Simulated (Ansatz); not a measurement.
`CBCl` and `BCl` differ in one atom or group.

Ansatz, PBE0-D4/def2-TZVP geometries, multiplicity 1. 

| property | `CBCl` |
| --- | --- |
| LUMO energy (B3LYP/def2-TZVPP) / eV | -1.40 |
| HOMO energy (B3LYP/def2-TZVPP) / eV | -8.20 |
| size of the dipole moment (PBE/def2-TZVPP) / D | 1.27 |
| vertical ionisation energy (CCSD(T)/CBS(def2)) / eV | 11.29 |
| HOMO–LUMO gap (ωB97M-V/def2-TZVPP) / eV | 11.57 |
| size of the dipole moment (B3LYP/def2-TZVPP) / D | 1.31 |

Task: Give the same properties after the change, and the shifts. (Estimate.)

Result: Ansatz gave: 
```json
{"property": "LUMO energy (B3LYP/def2-TZVPP) / eV", "`BCl`": "-2.04", "shift": "-0.64"}
{"property": "HOMO energy (B3LYP/def2-TZVPP) / eV", "`BCl`": "-8.42", "shift": "-0.22"}
{"property": "size of the dipole moment (PBE/def2-TZVPP) / D", "`BCl`": "0.37", "shift": "-0.90"}
{"property": "vertical ionisation energy (CCSD(T)/CBS(def2)) / eV", "`BCl`": "11.69", "shift": "0.40"}
{"property": "HOMO–LUMO gap (ωB97M-V/def2-TZVPP) / eV", "`BCl`": "11.13", "shift": "-0.44"}
{"property": "size of the dipole moment (B3LYP/def2-TZVPP) / D", "`BCl`": "0.52", "shift": "-0.79"}
```

With PBE0 the HOMO falls by 0.22 eV and the LUMO falls by 0.64 eV, so the gap narrows by about 0.42 eV. PBE moves the HOMO by -0.22 eV and ωB97M-V by -0.20 eV. The zero-point energy changes by -75.2 kJ/mol with -9 modes. Dipoles are sizes alone; their direction can turn.

B3LYP here is the variant with VWN-RPA as its local correlation; programs differ in this.
